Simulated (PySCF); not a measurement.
Isomers of C10H9N, from PySCF 2.14.0, PBE0-D3(BJ)/def2-SVP geometry optimisation, gas phase. One conformer each, no zero-point energy, no frequencies.

Question: Which isomer lies lower at this level?
A. `[cH:1]1[cH:2][cH:3][c:4](-[n:5]2[cH:6][cH:7][cH:8][cH:9]2)[cH:10][cH:11]1` with C3–C4–N5–C6 145° (N-phenylpyrrole): A = 3521, B = 705.4, C = 605.2 MHz, dipole 1.55 D
B. `[CH:1]1=[CH:2][C:3](=[CH:4][n:5]2[cH:6][cH:7][cH:8][cH:9]2)[CH:10]=[CH:11]1` with C3–C4–N5–C6 15°: A = 3924, B = 606.0, C = 529.0 MHz, dipole 1.30 D

Answer: A. That is N-phenylpyrrole, `c1ccc(-n2cccc2)cc1`, 34.0 kcal/mol below the other.

```
              SMILES                                                                mapped SMILES      E (Eh)  relative (kcal/mol)  relative (kJ/mol)  dipole (D)
  c1ccc(-n2cccc2)cc1    [cH:1]1[cH:2][cH:3][c:4](-[n:5]2[cH:6][cH:7][cH:8][cH:9]2)[cH:10][cH:11]1  -440.41134                  0.0                0.0        1.55
C1=CC(=Cn2cccc2)C=C1  [CH:1]1=[CH:2][C:3](=[CH:4][n:5]2[cH:6][cH:7][cH:8][cH:9]2)[CH:10]=[CH:11]1  -440.35716                 34.0              142.2        1.30
```

As drawn, the higher has a C=C bond outside aromatic rings, which the lower lacks.
